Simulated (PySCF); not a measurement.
Compound: carbonyl fluoride, CF2O.
Numbering: `[O:1]=[C:2]([F:3])[F:4]`

All values: wB97X-D/pcSseg-2 (PySCF, non-relativistic), on one gas-phase PBE0-D3(BJ)/def2-TZVP geometry that isn't relaxed in the solvent. The solvent is an IEF-PCM continuum (van der Waals radii × 1.2). Specific hydrogen bonds and non-electrostatic terms are outside this model.

Gas phase at wB97X-D/pcSseg-2: HOMO -12.35 eV, LUMO 1.51 eV, dipole 1.14 D.

**Question.** What does the continuum do to the energy, the frontier levels and the dipole at wB97X-D/pcSseg-2 in chloroform?

**Answer.** 
```csv
solvent,ε,E(solvent) − E(gas) (kcal/mol),polarisation term (kcal/mol),distortion of the solute (kcal/mol),HOMO (eV),LUMO (eV),dipole (D)
chloroform,4.711,-1.57,-1.68,0.11,-12.33,1.62,1.32
```

The first energy column is the sum of the next two and covers electrostatics alone.

**Question.** Which radius a makes the point-dipole formula ΔE = −[(ε − 1)/(2ε + 1)]·μ²/a³ give the value in chloroform, with the gas-phase dipole?

**Answer.** μ = 0.449 au and |ΔE| = 0.00250 Eh give a = 1.62 Å; the farthest nucleus lies 1.26 Å from the centroid of the nuclei. The formula assumes a rigid point dipole at the centre of a sphere.

wB97X-D is run here without its empirical dispersion term; that term would change no orbital, density or response property at a fixed geometry.
